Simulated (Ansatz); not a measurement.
Active spaces for C₃H₃NO, triplet

Calculated in Ansatz's Gaussian-basis code. Basis cc-pVTZ, nonrelativistic, 5 orbitals frozen in the corrections. State-specific CASSCF; RHF is the lowest restricted (open-shell) Hartree–Fock solution met. No symmetry is imposed, so a solution can break that of the shape. No proof that the lowest CASSCF solution was found.

Geometry:

```
atom   x (Å)    y (Å)    z (Å)
   O  0.0000  -0.0136   1.1483
   C  0.0000  -1.0643   0.2850
   N  0.0000  -0.7368  -0.9753
   C  0.0000   0.6515  -0.9567
   C  0.0000   1.0859   0.3322
   H  0.0000  -2.0508   0.7244
   H  0.0000   1.2323  -1.8673
   H  0.0000   2.0470   0.8207
```

Problem. What do CASSCF and its corrections give against RHF in CAS(6,5), and what are the occupations?

Solution. CASSCF -1.209 eV, SC-NEVPT2 -23.677 eV; occupations 2.00, 1.87, 1.06, 0.94, 0.13.
